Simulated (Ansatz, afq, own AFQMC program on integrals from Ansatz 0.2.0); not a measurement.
# BHO (singlet): AFQMC on the coupled-cluster ladder at angle O2–B1–H3 = 141.7°, cc-pVDZ

Aim: compute BHO (singlet) with auxiliary-field quantum Monte Carlo on the same integrals as coupled cluster, and set the energies side by side.

The runs use Ansatz 0.2.0, Gaussian basis, and an in-house AFQMC program (afq) on its integrals; all values are calculated; cc-pVDZ, frozen cores.

The runs, in order: PBE (unrestricted); r2SCAN (unrestricted); PBE0 (unrestricted); B3LYP (unrestricted); wB97M-V (unrestricted); B2PLYP (unrestricted); CCSD(T) on RHF; CCSDT(Q) on RHF; Phaseless AFQMC, CISD trial on RHF; UHF.

3 further runs of the same task are left out: 3 that didn't finish.

## 1. The system

The geometry derives from a PBE0/def2-TZVP stationary point (not a proven minimum). One angle is set to the value named; bond lengths are kept.

3 atoms, charge 0, spin multiplicity 1.

Atoms are counted from 1 here; the program's logs count them from 0.

Bond lengths: B1–O2 1.198 Å, B1–H3 1.173 Å. Angles: O2–B1–H3 141.7°.

## 2. PBE (unrestricted)

File in.yaml:

```yaml
crystal:
  periodic: [false, false, false]
  atoms:
    - {symbol: B, position_ang: [-0.239958, 0.000000, 0.610727]}
    - {symbol: O, position_ang: [0.153024, 0.000000, -0.520942]}
    - {symbol: H, position_ang: [0.144740, 0.000000, 1.718540]}
basis:
  gaussian: {orbitals: cc-pVDZ}
magnetization: {spin_polarized: true, initial_magnetization: 0}
hamiltonian: {xc: {name: PBE}}
output: {orbitals: {seedname: orbitals}}
```

Run with:

```console
$ ansatz run in.yaml --threads 1 --pin off --events-out ev --progress --plain --max-ram 1382MiB
```

Standard output:

```text
Functional definition: PBE
  name "PBE"
  cite "Perdew, Burke & Ernzerhof, Phys. Rev. Lett. 77, 3865 (1996) doi:10.1103/PhysRevLett.77.3865"
  parent pbe
  parameter kappa = 0.804
  parameter beta = 0.06672455060314922
  exchange = pbe_x(kappa = kappa, mu = beta*pi^2/3)
  correlation = pbe_c(beta = beta)
347 factors; their error is unknown
mean field evaluation 1: about -2731.4624 eV, gradient 3.8e1 eV
mean field evaluation 2: about -2678.0091 eV, gradient 1.1e2 eV
mean field evaluation 4: about -2736.7385 eV, gradient 3.2e0 eV
mean field evaluation 8: about -2736.7907 eV, gradient 4.1e-2 eV
mean field evaluation 16: about -2736.7688 eV, gradient 9.5e-6 eV
mean field -2736.76880794 eV, -100.5743986432 hartree, gradient 9.5e-6 eV, S^2 0.000000; 0 other end points of the search recorded, 0 dependent functions left out
reference -2736.76883152 eV, -100.5743995098 hartree; 7, 7 occupied and 26, 26 virtual orbitals, 347 factors
Total energy: -2736.76883152 eV, -100.5743995098 hartree
```

Wall time 0.54 s (1 thread of Arm Neoverse V1, shared host).

From the report: ⟨S²⟩ of the determinant 0.000 (pure singlet: 0.00).

## 3. r2SCAN (unrestricted)

Edit in.yaml of step 2 so:

```diff
@@ -9,3 +9,2 @@
 magnetization: {spin_polarized: true, initial_magnetization: 0}
-hamiltonian: {xc: {name: PBE}}
-output: {orbitals: {seedname: orbitals}}
+hamiltonian: {xc: {name: r2SCAN}}
```

Same command.

Standard output:

```text
Functional definition: r2SCAN
  name "r2SCAN"
  cite "Furness, Kaplan, Ning, Perdew & Sun, J. Phys. Chem. Lett. 11, 8208 (2020) doi:10.1021/acs.jpclett.0c02405"
  cite "Furness, Kaplan, Ning, Perdew & Sun, J. Phys. Chem. Lett. 11, 9248 (2020) doi:10.1021/acs.jpclett.0c03077"
  parent r2scan
  parameter k0 = 0.174
  parameter k1 = 0.065
  parameter a1 = 4.9479
  exchange = r2scan_x(k0 = k0, k1 = k1, a1 = a1)
  correlation = r2scan_c
347 factors; their error is unknown
mean field evaluation 1: about -2733.8237 eV, gradient 3.6e1 eV
mean field evaluation 2: about -2692.8122 eV, gradient 9.7e1 eV
mean field evaluation 4: about -2738.5349 eV, gradient 2.3e0 eV
mean field evaluation 8: about -2738.5626 eV, gradient 4.0e-2 eV
mean field evaluation 16: about -2738.5406 eV, gradient 2.3e-6 eV
mean field -2738.54058958 eV, -100.6395104177 hartree, gradient 2.3e-6 eV, S^2 0.000000; 0 other end points of the search recorded, 0 dependent functions left out
reference -2738.54059732 eV, -100.6395107019 hartree; 7, 7 occupied and 26, 26 virtual orbitals, 347 factors
Total energy: -2738.54059732 eV, -100.6395107019 hartree
```

It took 1.3 s on 1 thread of Arm Neoverse V1, shared host.

From the report: ⟨S²⟩ of the determinant 0.000 (pure singlet: 0.00).

## 4. PBE0 (unrestricted)

Edit in.yaml of step 3 so:

```diff
@@ -9,2 +9,3 @@
 magnetization: {spin_polarized: true, initial_magnetization: 0}
-hamiltonian: {xc: {name: r2SCAN}}
+hamiltonian: {xc: {name: PBE0}}
+output: {orbitals: {seedname: orbitals}}
```

Same command.

Standard output:

```text
Functional definition: PBE0
  name "PBE0"
  cite "Adamo & Barone, J. Chem. Phys. 110, 6158 (1999) doi:10.1063/1.478522"
  cite "Perdew, Burke & Ernzerhof, Phys. Rev. Lett. 77, 3865 (1996) doi:10.1103/PhysRevLett.77.3865"
  parent pbe
  parameter a = 0.25
  parameter kappa = 0.804
  parameter beta = 0.06672455060314922
  exchange = (1 - a)*pbe_x(kappa = kappa, mu = beta*pi^2/3) + a*exact_x
  correlation = pbe_c(beta = beta)
302 factors; integrals over basis functions are off by at most 1.1e-3 eV
mean field evaluation 1: about -2732.3257 eV, gradient 3.4e1 eV
mean field evaluation 2: about -2706.8083 eV, gradient 8.4e1 eV
mean field evaluation 4: about -2736.7893 eV, gradient 1.4e0 eV
mean field evaluation 8: about -2736.7976 eV, gradient 1.0e-2 eV
mean field -2736.79757643 eV, -100.5754558657 hartree, gradient 7.3e-5 eV, S^2 0.000000; 0 other end points of the search recorded, 0 dependent functions left out
reference -2736.79759377 eV, -100.5754565032 hartree; 7, 7 occupied and 26, 26 virtual orbitals, 302 factors
Total energy: -2736.79759377 eV, -100.5754565032 hartree
```

It took 0.54 s on 1 thread of Arm Neoverse V1, shared host.

From the report: ⟨S²⟩ of the determinant 0.000 (pure singlet: 0.00).

## 5. B3LYP (unrestricted)

Edit in.yaml of step 4 so:

```diff
@@ -9,3 +9,2 @@
 magnetization: {spin_polarized: true, initial_magnetization: 0}
-hamiltonian: {xc: {name: PBE0}}
-output: {orbitals: {seedname: orbitals}}
+hamiltonian: {xc: {name: B3LYP}}
```

Launched as before.

Standard output:

```text
Functional definition: B3LYP
  name "B3LYP"
  cite "Stephens, Devlin, Chabalowski & Frisch, J. Phys. Chem. 98, 11623 (1994) doi:10.1021/j100096a001"
  cite "Becke, Phys. Rev. A 38, 3098 (1988) doi:10.1103/PhysRevA.38.3098"
  cite "Lee, Yang & Parr, Phys. Rev. B 37, 785 (1988) doi:10.1103/PhysRevB.37.785"
  cite "Vosko, Wilk & Nusair, Can. J. Phys. 58, 1200 (1980) doi:10.1139/p80-159"
  parameter a0 = 0.2
  parameter ax = 0.72
  parameter ac = 0.81
  exchange = (1 - a0 - ax)*slater_x + ax*b88_x + a0*exact_x
  correlation = (1 - ac)*vwn_rpa_c + ac*lyp_c
302 factors; integrals over basis functions are off by at most 1.1e-3 eV
mean field evaluation 1: about -2735.1490 eV, gradient 3.7e1 eV
mean field evaluation 2: about -2701.1384 eV, gradient 9.3e1 eV
mean field evaluation 4: about -2740.2053 eV, gradient 1.8e0 eV
mean field evaluation 8: about -2740.2203 eV, gradient 7.6e-2 eV
mean field -2740.22036498 eV, -100.7012410250 hartree, gradient 3.1e-5 eV, S^2 0.000000; 0 other end points of the search recorded, 0 dependent functions left out
reference -2740.22052467 eV, -100.7012468936 hartree; 7, 7 occupied and 26, 26 virtual orbitals, 302 factors
Total energy: -2740.22052467 eV, -100.7012468936 hartree
```

Run time: 0.57 s. Hardware: 1 thread of Arm Neoverse V1, shared host.

From the report: ⟨S²⟩ of the determinant 0.000 (pure singlet: 0.00).

## 6. wB97M-V (unrestricted)

Edit in.yaml of step 5 so:

```diff
@@ -9,2 +9,3 @@
 magnetization: {spin_polarized: true, initial_magnetization: 0}
-hamiltonian: {xc: {name: B3LYP}}
+hamiltonian: {xc: {name: wB97M-V}}
+output: {orbitals: {seedname: orbitals}}
```

The command is unchanged.

Standard output:

```text
Functional definition: wB97M-V
  name "wB97M-V"
  cite "Mardirossian & Head-Gordon, J. Chem. Phys. 144, 214110 (2016) doi:10.1063/1.4952647"
  cite "Becke, J. Chem. Phys. 107, 8554 (1997) doi:10.1063/1.475007"
  cite "Vydrov & Van Voorhis, J. Chem. Phys. 133, 244103 (2010) doi:10.1063/1.3521275"
  # Of w^i u^j: cxij and so on, Table III.
  parameter omega = 0.3/bohr
  parameter cx = 0.15
  parameter cx01 = 1.007
  parameter cx10 = 0.259
  parameter css00 = 0.443
  parameter css04 = -1.437
  parameter css10 = -4.535
  parameter css20 = -3.390
  parameter css43 = 4.278
  parameter cos00 = 1.000
  parameter cos10 = 1.358
  parameter cos20 = 2.924
  parameter cos21 = -8.812
  parameter cos60 = -1.390
  parameter cos61 = 9.142
  parameter b = 6.0
  parameter c = 0.01
  gx(w, u) = 1 - cx + cx01*u + cx10*w
  gss(w, u) = css00 + css04*u^4 + css10*w + css20*w^2 + css43*w^4*u^3
  gos(w, u) = cos00 + cos10*w + (cos20 + cos21*u)*w^2 + (cos60 + cos61*u)*w^6
  exchange = spin_sum(e_x_unif_sr(omega)*gx(b97_w, b97_u_x)) + cx*exact_x_sr(omega) + exact_x_lr(omega)
  correlation = spin_sum(e_c_pw_mod_same_spin*gss(b97_w, b97_u_same))
      + integral(e_c_pw_mod_opposite_spin*gos(b97_w_opposite, b97_u_opposite)) + vv10(b, c)
302 factors; integrals over basis functions are off by at most 1.1e-3 eV
91 factors; integrals over basis functions are off by at most 1.1e-5 eV
mean field evaluation 1: about -2734.3384 eV, gradient 3.5e1 eV
mean field evaluation 2: about -2726.5527 eV, gradient 5.9e1 eV
mean field evaluation 4: about -2739.2044 eV, gradient 6.8e-1 eV
mean field evaluation 8: about -2739.2076 eV, gradient 6.6e-3 eV
mean field -2739.20761180 eV, -100.6640230320 hartree, gradient 6.1e-5 eV, S^2 0.000000; 0 other end points of the search recorded, 0 dependent functions left out
reference -2739.20763984 eV, -100.6640240626 hartree; 7, 7 occupied and 26, 26 virtual orbitals, 302 factors
Total energy: -2739.20763984 eV, -100.6640240626 hartree
```

It took 2 s on 1 thread of Arm Neoverse V1, shared host.

From the report: ⟨S²⟩ of the determinant 0.000 (pure singlet: 0.00).

## 7. B2PLYP (unrestricted)

Edit in.yaml of step 6 so:

```diff
@@ -9,3 +9,3 @@
 magnetization: {spin_polarized: true, initial_magnetization: 0}
-hamiltonian: {xc: {name: wB97M-V}}
-output: {orbitals: {seedname: orbitals}}
+hamiltonian: {xc: {name: B2PLYP}}
+correlation: {electrons: outside_noble_gas}
```

Same command.

Standard output:

```text
Functional definition: B2PLYP
  name "B2PLYP"
  cite "Grimme, J. Chem. Phys. 124, 034108 (2006) doi:10.1063/1.2148954"
  cite "Becke, Phys. Rev. A 38, 3098 (1988) doi:10.1103/PhysRevA.38.3098"
  cite "Lee, Yang & Parr, Phys. Rev. B 37, 785 (1988) doi:10.1103/PhysRevB.37.785"
  parameter a = 0.53
  parameter c = 0.27
  exchange = (1 - a)*b88_x + a*exact_x
  correlation = (1 - c)*lyp_c + c*(mp2_os + mp2_ss)
302 factors; integrals over basis functions are off by at most 1.1e-3 eV
mean field evaluation 1: about -2731.0329 eV, gradient 3.3e1 eV
mean field evaluation 2: about -2731.0334 eV, gradient 3.3e1 eV
mean field evaluation 4: about -2735.1820 eV, gradient 1.9e0 eV
mean field evaluation 8: about -2735.2049 eV, gradient 2.0e-2 eV
mean field evaluation 16: about -2735.2049 eV, gradient 8.5e-6 eV
mean field -2735.20486974 eV, -100.5169249744 hartree, gradient 8.5e-6 eV, S^2 0.000000; 0 other end points of the search recorded, 0 dependent functions left out
2 core orbitals not correlated: weight in the atoms' cores, before any rotation towards them, 1.000 or more for the frozen orbitals, at most 0.000 for the correlated occupied ones
reference -2735.20496973 eV, -100.5169286492 hartree; 5, 5 occupied and 26, 26 virtual orbitals, 302 factors
second order -9.28228383 eV of doubles, -0.00000000 eV of singles
Total energy: -2737.71118637 eV, -100.6090304117 hartree
```

Run time: 0.66 s. Hardware: 1 thread of Arm Neoverse V1, shared host.

From the report: ⟨S²⟩ of the determinant 0.000 (pure singlet: 0.00).

## 8. CCSD(T) on RHF

Edit in.yaml of step 7 so:

```diff
@@ -8,4 +8,3 @@
   gaussian: {orbitals: cc-pVDZ}
-magnetization: {spin_polarized: true, initial_magnetization: 0}
-hamiltonian: {xc: {name: B2PLYP}}
-correlation: {electrons: outside_noble_gas}
+magnetization: {spin_polarized: false}
+correlation: {method: ccsd_t, electrons: outside_noble_gas, hamiltonian_folder: ham}
```

The command is unchanged.

Standard output:

```text
Functional definition: HF
  name "HF"
  cite "Fock, Z. Phys. 61, 126 (1930) doi:10.1007/BF01340294"
  parent pbe
  exchange = exact_x
  correlation = 0
302 factors; integrals over basis functions are off by at most 1.1e-3 eV
mean field evaluation 1: about -2721.6783 eV, gradient 4.0e1 eV
mean field evaluation 2: about -2721.6804 eV, gradient 4.0e1 eV
mean field evaluation 4: about -2725.2404 eV, gradient 2.1e0 eV
mean field evaluation 8: about -2725.2658 eV, gradient 1.3e-1 eV
mean field evaluation 16: about -2725.2619 eV, gradient 5.0e-1 eV
mean field -2725.26592633 eV, -100.1516755410 hartree, gradient 1.9e-6 eV, S^2 0.000000; 0 other end points of the search recorded, 0 dependent functions left out
2 core orbitals not correlated: weight in the atoms' cores, before any rotation towards them, 1.000 or more for the frozen orbitals, at most 0.000 for the correlated occupied ones
reference -2725.26592633 eV, -100.1516755410 hartree; 5, 5 occupied and 26, 26 virtual orbitals, 302 factors
second order -7.37698910 eV of doubles, -0.00000000 eV of singles
cycle   1  -7.21016893 eV  change    1.7e-1 eV  update   1.0e-1
cycle   2  -7.49347546 eV  change   -2.8e-1 eV  update   3.4e-2
cycle   3  -7.58863292 eV  change   -9.5e-2 eV  update   1.9e-2
cycle   4  -7.57813183 eV  change    1.1e-2 eV  update   3.9e-3
cycle   5  -7.57904639 eV  change   -9.1e-4 eV  update   1.4e-3
cycle   6  -7.57959214 eV  change   -5.5e-4 eV  update   4.3e-4
cycle   7  -7.57944882 eV  change    1.4e-4 eV  update   2.0e-4
cycle   8  -7.57945024 eV  change   -1.4e-6 eV  update   7.2e-5
cycle   9  -7.57943884 eV  change    1.1e-5 eV  update   1.9e-5
cycle  10  -7.57942963 eV  change    9.2e-6 eV  update   7.8e-6
perturbative correction -0.26310986 eV, -0.0096691090 hartree
Total energy: -2733.10846582 eV, -100.4398835514 hartree
```

Run time: 0.27 s. Hardware: 1 thread of Arm Neoverse V1, shared host.

From the report: correlation -7.8425 eV; T1 0.024; largest double amplitude 0.07.

This run also writes the integrals to the folder ham.

## 9. CCSDT(Q) on RHF

Edit in.yaml of step 8 so:

```diff
@@ -9,2 +9,2 @@
 magnetization: {spin_polarized: false}
-correlation: {method: ccsd_t, electrons: outside_noble_gas, hamiltonian_folder: ham}
+correlation: {method: ccsdt_q, electrons: outside_noble_gas}
```

The command is unchanged.

Standard output:

```text
Functional definition: HF
  name "HF"
  cite "Fock, Z. Phys. 61, 126 (1930) doi:10.1007/BF01340294"
  parent pbe
  exchange = exact_x
  correlation = 0
555 factors; integrals over basis functions are off by at most 1.7e-7 eV
mean field evaluation 1: about -2721.6783 eV, gradient 4.0e1 eV
mean field evaluation 2: about -2721.6804 eV, gradient 4.0e1 eV
mean field evaluation 4: about -2725.2404 eV, gradient 2.1e0 eV
mean field evaluation 8: about -2725.2659 eV, gradient 1.3e-1 eV
mean field evaluation 16: about -2725.2619 eV, gradient 5.0e-1 eV
a density is far from that of the atoms, so the factors are made again for it
582 factors; integrals over basis functions are off by at most 1.5e-7 eV
mean field evaluation 32: about -2725.2660 eV, gradient 1.9e-6 eV
mean field -2725.26597074 eV, -100.1516771731 hartree, gradient 2.0e-6 eV, S^2 0.000000; 1 other end points of the search recorded, 0 dependent functions left out
2 core orbitals not correlated: weight in the atoms' cores, before any rotation towards them, 1.000 or more for the frozen orbitals, at most 0.000 for the correlated occupied ones
reference -2725.26597074 eV, -100.1516771731 hartree; 5, 5 occupied and 26, 26 virtual orbitals, 582 factors
second order -7.37700615 eV of doubles, -0.00000000 eV of singles
cycle   1  -7.21016381 eV  change    1.7e-1 eV  update   1.2e-1
cycle   2  -7.61094311 eV  change   -4.0e-1 eV  update   6.9e-2
cycle   3  -7.88187107 eV  change   -2.7e-1 eV  update   2.5e-2
cycle   4  -7.86134528 eV  change    2.1e-2 eV  update   7.8e-3
cycle   5  -7.85409148 eV  change    7.3e-3 eV  update   3.3e-3
cycle   6  -7.85679599 eV  change   -2.7e-3 eV  update   1.5e-3
cycle   7  -7.85820821 eV  change   -1.4e-3 eV  update   5.1e-4
cycle   8  -7.85816765 eV  change    4.1e-5 eV  update   2.5e-4
cycle   9  -7.85792656 eV  change    2.4e-4 eV  update   9.3e-5
cycle  10  -7.85798658 eV  change   -6.0e-5 eV  update   4.1e-5
cycle  11  -7.85792663 eV  change    6.0e-5 eV  update   1.8e-5
cycle  12  -7.85793772 eV  change   -1.1e-5 eV  update   7.7e-6
cycle  13  -7.85793895 eV  change   -1.2e-6 eV  update   3.2e-6
cycle  14  -7.85794135 eV  change   -2.4e-6 eV  update   1.2e-6
cycle  15  -7.85794166 eV  change   -3.1e-7 eV  update   4.5e-7
perturbative correction -0.03000923 eV, -0.0011028187 hartree
Total energy: -2733.15392162 eV, -100.4415540214 hartree
```

It took 2.7 s on 1 thread of Arm Neoverse V1, shared host.

From the report: correlation -7.8880 eV; T1 0.022; largest double amplitude 0.09.

## 10. Phaseless AFQMC, CISD trial on RHF

It reads the integrals that the CCSD(T) run on this determinant wrote.

Run with:

```console
$ afq ham --method phaseless --trial cisd --walkers 100 --populations 1 --least-time 40 --time-step 0.005 --steps-per-block 50 --equilibration-blocks 28 --max-blocks 300 --target-error 0.00038 --factor-cut 1e-05 --seed 7068 --release-times 0.24,0.51,0.99,1.62,2.4 --release-step 0.03 --release-every 4 --taylor-order 6
```

Standard output:

```text
orbitals 31  electrons 5 5  factors 230 of 302
reference energy -100.15167554 Eh
CCSD correlation -0.27853896 Eh in 12 cycles, weight of the determinant in the CISD state 0.8973
energy of the start -100.430215 Eh
 block  time / (1/Eh)  mean weight  energy / Eh
     1     0.250  0.9988  -100.429294
     2     0.500  0.9997  -100.433539
     3     0.750  1.0004  -100.443815
     4     1.000  1.0022  -100.440173
     5     1.250  0.9964  -100.436446
     6     1.500  1.0017  -100.442489
     7     1.750  1.0014  -100.438627
     8     2.000  1.0022  -100.434959
     9     2.250  1.0015  -100.438475
    10     2.500  1.0002  -100.440288
    17     4.250  0.9994  -100.438268
    25     6.250  1.0003  -100.433395
    33     8.250  1.0004  -100.439581
    41    10.250  0.9990  -100.432924
    49    12.250  1.0011  -100.440493
    57    14.250  1.0014  -100.447475
    65    16.250  1.0019  -100.440021
    73    18.250  1.0009  -100.438339
    81    20.250  1.0023  -100.437596
    89    22.250  1.0008  -100.443132
    97    24.250  1.0012  -100.441710
   105    26.250  0.9997  -100.432373
   113    28.250  0.9992  -100.444450
   121    30.250  1.0024  -100.438071
   129    32.250  0.9967  -100.440138
   137    34.250  1.0010  -100.441851
   145    36.250  1.0038  -100.435932
   153    38.250  0.9986  -100.433903
   161    40.250  1.0005  -100.440961
   169    42.250  1.0006  -100.441266
   177    44.250  0.9981  -100.437195
   185    46.250  0.9991  -100.439858
   193    48.250  0.9987  -100.444812
   201    50.250  1.0012  -100.440098
   209    52.250  1.0014  -100.432573
   217    54.250  0.9991  -100.436267
   225    56.250  0.9997  -100.437152
   233    58.250  0.9997  -100.436702
   241    60.250  1.0023  -100.434129
   249    62.250  0.9992  -100.442852
   257    64.250  1.0012  -100.438290
   265    66.250  1.0009  -100.435841
   273    68.250  1.0008  -100.440847
   281    70.250  0.9977  -100.438530
   289    72.250  1.0006  -100.438065
   297    74.250  0.9999  -100.436346
   305    76.250  1.0015  -100.443276
   313    78.250  1.0004  -100.438612
   321    80.250  0.9997  -100.458489
blocks merged  error / Eh  count
     1  0.000330  300
     2  0.000392  150
     4  0.000423  75
     8  0.000438  37
    16  0.000545  18
    32  0.000559  9
released: time / (1/Eh)  energy / Eh  error  mean overlap
  0.24  -100.441678  0.000509  0.9936
  0.51  -100.441215  0.000575  0.9946
  0.99  -100.441383  0.000562  0.9932
  1.62  -100.441153  0.000608  1.0031
  2.40  -100.442084  0.000785  1.0015
energy -100.440765 +/- 0.000545 Eh
```

It took 4 min on 1 thread of Arm Neoverse V1, shared host.

Energy -2733.1324 ± 0.0148 eV. Caveats: constraint bias not in the error.

## 11. UHF

Edit in.yaml of step 9 so:

```diff
@@ -8,3 +8,4 @@
   gaussian: {orbitals: cc-pVDZ}
-magnetization: {spin_polarized: false}
-correlation: {method: ccsdt_q, electrons: outside_noble_gas}
+magnetization: {spin_polarized: true, initial_magnetization: 0}
+hamiltonian: {xc: hf}
+output: {orbitals: {seedname: orbitals}}
```

Run with:

```console
$ ansatz run in.yaml --threads 1 --pin off --events-out ev --progress --plain --max-ram 1382MiB
```

Standard output:

```text
Functional definition: HF
  name "HF"
  cite "Fock, Z. Phys. 61, 126 (1930) doi:10.1007/BF01340294"
  parent pbe
  exchange = exact_x
  correlation = 0
302 factors; integrals over basis functions are off by at most 1.1e-3 eV
mean field evaluation 1: about -2721.6783 eV, gradient 2.8e1 eV
mean field evaluation 2: about -2721.6804 eV, gradient 2.8e1 eV
mean field evaluation 4: about -2725.2404 eV, gradient 1.5e0 eV
mean field evaluation 8: about -2725.2659 eV, gradient 1.8e-4 eV
mean field -2725.26592633 eV, -100.1516755410 hartree, gradient 1.5e-5 eV, S^2 0.000000; 0 other end points of the search recorded, 0 dependent functions left out
reference -2725.26592633 eV, -100.1516755410 hartree; 7, 7 occupied and 26, 26 virtual orbitals, 302 factors
Total energy: -2725.26592633 eV, -100.1516755410 hartree
```

Wall time 0.12 s (1 thread of Arm Neoverse V1, shared host).

From the report: ⟨S²⟩ of the determinant 0.000 (pure singlet: 0.00).

## 12. AFQMC on the ladder

On the RHF determinant, counted from CCSDT(Q) (a yardstick, not exact):

| level | energy (eV) | from CCSDT(Q) (kcal/mol) | statistical error (kcal/mol) | time |
| --- | --- | --- | --- | --- |
| HF | -2725.2659 | +181.90 |  |  |
| MP2 | -2732.6429 | +11.78 |  |  |
| CCSD | -2732.8454 | +7.12 |  |  |
| CCSD(T) | -2733.1085 | +1.05 |  |  |
| CCSDT(Q) | -2733.1539 | 0.00 |  |  |
| Phaseless AFQMC, CISD trial, step 0.005, 100 walkers | -2733.1324 | +0.50 | 0.34 | 4 min |

The functionals' totals stand on their own zeros and serve differences with other points: PBE -2736.769 eV; r2SCAN -2738.541 eV; PBE0 -2736.798 eV; B3LYP -2740.221 eV; wB97M-V -2739.208 eV; B2PLYP -2737.711 eV.

## 13. Outcome

| quantity | value |
| --- | --- |
| CCSD(T) on RHF from CCSDT(Q) | +1.05 kcal/mol |
| Phaseless AFQMC, CISD trial on RHF from CCSDT(Q) | +0.50 ± 0.34 kcal/mol |

What this shows: On RHF the phaseless walk with the CISD trial lies +0.50 kcal/mol from CCSDT(Q), within three error bars. Error bars are statistical and leave out the constraint, the time step and what remains of the start.
